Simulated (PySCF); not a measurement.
What does the PBE0-D3(BJ)/def2-SVP structure of propane (`CCC`) look like in three dimensions?

```xyz
11
C3H8 angstrom
C      1.2114    0.4494   -0.0917
C      0.1245   -0.6067    0.0390
C     -1.2787   -0.0209    0.0717
H      2.2167    0.0020   -0.1131
H      1.0882    1.0362   -1.0168
H      1.1807    1.1598    0.7510
H      0.2967   -1.2003    0.9534
H      0.2038   -1.3211   -0.7990
H     -2.0472   -0.8044    0.1574
H     -1.4059    0.6665    0.9239
H     -1.4922    0.5539   -0.8449
```

Any rigid rotation of these coordinates is as good. Atoms count from 1 in this order. 

Bonds between heavy atoms (Å): C1–C2 1.521, C2–C3 1.521.

Method: PBE0-D3(BJ)/def2-SVP geometry optimisation, gas phase in PySCF.

Point group: C2v (tolerance 0.08 Å). Not checked by PBE0-D3(BJ)/def2-SVP frequencies.

The run took 11 s wall on one thread of an Arm Neoverse V2, no GPU, on a shared host, and the process peaked at 0.34 GiB of memory. These figures are those of the optimisation.
